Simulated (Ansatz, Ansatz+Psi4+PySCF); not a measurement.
```xyz
2

Al   -0.0051    0.0071   -0.6907
F    -0.0060    0.0058    0.9852
```

Basis set: cc-pVTZ (spherical functions). Left uncorrelated: 6 orbitals. Charge 0, multiplicity 1.

Computed with Ansatz (development build ahead of 0.2.0); each method stands on the lowest determinant of its kind that the runs found. Restricted open shells among the atoms or ions are ROHF, correlated in semicanonical orbitals with singles.

(1) Give the atomization energy at this shape (free ground-state atoms in the same class of orbitals less the molecule, no zero-point energy) of singlet AlF by RHF-MP2, RHF.

Answers

(1)

```tsv
method	atomization energy
RHF-MP2	7.08 eV
RHF	5.28 eV
```
